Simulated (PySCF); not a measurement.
Boron: a sound run and one with changed settings

Sound run: B [He] 2s2 2p1, B⁺ [He] 2s2. Computed with PySCF 2.14 in aug-cc-pVDZ (4s3p2d, 23 functions), with the non-relativistic Hamiltonian (point nucleus). The sound run starts from symmetry-adapted Hartree-Fock orbitals and uses a fine grid where one is needed.

A second run was set up differently.

| species | method | sound run (hartree) | changed run (hartree) | converged |
| --- | --- | --- | --- | --- |
| B | UHF | -24.53057 | -24.53057 | yes |
| B | PBE0 | -24.61648 | -24.63922 | yes |
| B | M06-L | -24.64967 | -24.71546 | no |
| B⁺ | UHF | -24.23501 | -24.23501 | yes |
| B⁺ | PBE0 | -24.29814 | -24.29814 | yes |
| B⁺ | M06-L | -24.33222 | -24.33222 | yes |

Ionisation energy of B:

```tsv
method	sound run (eV)	changed run (eV)
UHF	8.043	8.043
PBE0	8.663	9.281
```

Q: What was changed?
A. all electrons correlated in a valence basis
B. angular grid far too coarse
C. a valence shell is frozen
D. too few SCF iterations

A: B. It used 6 angular points. A coarse angular grid integrates products of high-l functions wrongly, so density functionals can shift, and the SCF can exploit the error; Hartree-Fock and MP2 need no grid.
